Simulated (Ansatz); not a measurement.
The same path of H + H5NSi (8 atoms, charge 0, multiplicity 2) was run twice with different band settings. Lost on the way: Si1–H2. Made: H2–H8.

Computed with UKS PBE0-D4/6-31G* (Ansatz).

Relaxed end points:

```xyz
8
Properties=species:S:1:pos:R:3
Si 0.077 0.000 -0.187
H 0.015 -0.001 1.310
N 1.652 0.000 -0.909
H 2.224 -0.829 -0.822
H 2.225 0.829 -0.821
H -0.635 1.222 -0.653
H -0.636 -1.221 -0.654
H -0.149 -0.001 3.972
```

```xyz
8
Properties=species:S:1:pos:R:3
Si 0.100 0.001 -0.404
H -0.156 -0.001 2.902
N 1.699 0.000 -1.093
H 2.269 -0.830 -0.991
H 2.270 0.830 -0.992
H -0.595 1.225 -0.915
H -0.595 -1.223 -0.914
H -0.218 -0.002 3.645
```

Common settings: spring 5.0 eV/Å²; optimiser quadratic models (default); start path through a guess of the saddle point; force threshold 0.03 eV/Å; iteration limit 60; end points relaxed.

| run | movable images | climbing image |
| --- | --- | --- |
| 1 | 7 | yes |
| 2 | 6 | no |

**Question.** What does each run give, and how far can it be trusted?

**Answer.** Run 1: converged after 7 iterations, highest image 0.072 eV above the first end. A vibrational analysis at the climbing image gives one clearly imaginary mode, 627i cm⁻¹: a first-order saddle point.
Run 2: converged after 7 iterations, highest image 0.043 eV above the first end. No image climbed, so the highest image needn't sit at the top of the path.
